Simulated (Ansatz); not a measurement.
The input, for Ansatz 0.2.0:

```yaml
crystal:
  periodic: [false, false, false]
  atoms:
    - {symbol: Si, position_ang: [0.000000, 0.000000, 1.639800]}
    - {symbol: N, position_ang: [0.000000, 0.000000, -0.021300]}
    - {symbol: Si, position_ang: [0.000000, 0.000000, -1.618500]}
basis:
  gaussian: {orbitals: cc-pVTZ}
total_charge: 1
magnetization: {spin_polarized: false, initial_magnetization: 4}
correlation: {method: bccd_t, electrons: outside_noble_gas}
```

```sh
$ ansatz run in.yaml --threads 2 --pin off --events-out ev --progress --plain --max-ram 24576MiB --backend cuda --devices 0, --max-vram 18GiB
```

The program prints:

```
601 factors; integrals over basis functions are off by at most 1.6e-3 eV
mean field evaluation 1: about -17182.8229 eV, gradient 6.4e1 eV
mean field evaluation 2: about -17183.0902 eV, gradient 6.4e1 eV
mean field evaluation 4: about -17192.3406 eV, gradient 1.9e1 eV
mean field evaluation 8: about -17193.6842 eV, gradient 1.2e0 eV
mean field evaluation 16: about -17193.7422 eV, gradient 2.1e-1 eV
mean field evaluation 32: about -17194.2439 eV, gradient 2.9e-6 eV
mean field evaluation 64: about -17193.7382 eV, gradient 2.2e-4 eV
mean field evaluation 96: about -17194.5465 eV, gradient 1.2e-6 eV
mean field evaluation 128: about -17194.5465 eV, gradient 1.1e-5 eV
mean field evaluation 160: about -17194.2439 eV, gradient 2.4e-6 eV
...
cycle   4  -9.65649361 eV  change    1.5e-2 eV  update   5.6e-3
cycle   5  -9.65934027 eV  change   -2.8e-3 eV  update   3.8e-3
cycle   6  -9.65795459 eV  change    1.4e-3 eV  update   1.9e-3
cycle   7  -9.65702607 eV  change    9.3e-4 eV  update   8.5e-4
cycle   8  -9.65710608 eV  change   -8.0e-5 eV  update   3.5e-4
cycle   9  -9.65713301 eV  change   -2.7e-5 eV  update   2.2e-4
cycle  10  -9.65712148 eV  change    1.2e-5 eV  update   1.2e-4
cycle  11  -9.65711730 eV  change    4.2e-6 eV  update   4.9e-5
cycle  12  -9.65712501 eV  change   -7.7e-6 eV  update   2.4e-5
cycle  13  -9.65711012 eV  change    1.5e-5 eV  update   9.4e-6
perturbative correction -0.63981202 eV, -0.0235126582 hartree
Total energy: -17204.03511390 eV, -632.2366291220 hartree
```

Ran on 2 threads of AMD EPYC 7R13 with a shared H100 80 GB, shared host: 30 s wall, 0.83 GiB peak host memory.
